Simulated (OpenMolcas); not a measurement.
## C2H6Al: a line through the functionals

The species is C2H6Al (9 atoms), meant as a doublet with charge 0. SMILES: `[CH3][Al][CH3]`. Geometry: relaxed at PBE0-D4/def2-TZVP.

The vertical energy of the quartet above the doublet y, in eV, basis def2-SVPD; a is the functional's share of exact exchange. Programs: OpenMolcas 26.06.

```
functional     program     a  y (eV)
      UPBE  OpenMolcas     0    4.49
  U-r2SCAN  OpenMolcas     0    4.48
    UB3LYP  OpenMolcas   0.2       ?
     UPBE0  OpenMolcas  0.25    4.64
    UBHLYP  OpenMolcas   0.5    4.90
```

Question: Fit y = c + s·a to the known rows and predict UB3LYP.

Answer: 
1. Means of the 4 rows: a = 0.1875, y = 4.628.
2. Σ(Δa)² = 0.17188, Σ(Δa·Δy) = 0.13937, so the slope is 0.13937/0.17188 = 0.81086.
3. Intercept: 4.628 − (0.81086) × 0.1875 = 4.476. The largest residual of the fit is 0.039.
4. UB3LYP: 4.476 + (0.81086) × 0.2 = 4.64 eV.

The run gave 4.74 eV, so the prediction is off by -0.10 eV, more than the largest residual. The rows mix families of semi-local functionals, which the line can't see.
